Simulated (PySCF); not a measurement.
dimethylamine cation (C₂H₇N), SMILES CNC (connectivity only; charge and spin as stated), charge +1, multiplicity 2. Atoms are numbered in the order given.

```xyz
10

C      1.2734     0.0002     0.2074
N      0.0000     0.0000    -0.4427
C     -1.2734    -0.0002     0.2074
H      1.8418    -0.8813    -0.1203
H      1.1547     0.0055     1.2861
H      1.8467     0.8747    -0.1294
H      0.0000     0.0000    -1.4627
H     -1.8467    -0.8747    -0.1294
H     -1.8418     0.8813    -0.1203
H     -1.1547    -0.0055     1.2861
```
Charge +1, spin multiplicity 2.

Coordinates come from a B3LYP-D3(BJ)/def2-TZVP optimisation. The spin state was assumed, not searched.

Computed with PBE/def2-TZVPD (PySCF).

Mulliken values depend strongly on the basis, most of all with diffuse functions as here. ESP charges are fitted to the potential on shells at 1.4 to 2.0 van der Waals radii. Atomic charges (e):

| atom | meta-Löwdin | ESP fit | Mulliken | Mulliken spin |
|---|---|---|---|---|
| C1 | -0.25 | ? | -0.56 | 0.01 |
| N2 | 0.06 | ? | 0.15 | 0.80 |
| C3 | -0.25 | ? | -0.56 | 0.01 |
| H4 | 0.20 | ? | 0.30 | 0.06 |
| H5 | 0.17 | ? | 0.26 | 0.00 |
| H6 | 0.20 | ? | 0.30 | 0.06 |
| H7 | 0.29 | ? | 0.25 | -0.05 |
| H8 | 0.20 | ? | 0.30 | 0.06 |
| H9 | 0.20 | ? | 0.30 | 0.06 |
| H10 | 0.17 | ? | 0.26 | 0.00 |

Q: What belongs in the gaps? (The exact figures need the calculation; the answer reports its results.)

A: 
- C1, ESP fit: -0.40
- N2, ESP fit: 0.14
- C3, ESP fit: -0.40
- H4, ESP fit: 0.23
- H5, ESP fit: 0.23
- H6, ESP fit: 0.23
- H7, ESP fit: 0.30
- H8, ESP fit: 0.23
- H9, ESP fit: 0.23
- H10, ESP fit: 0.23
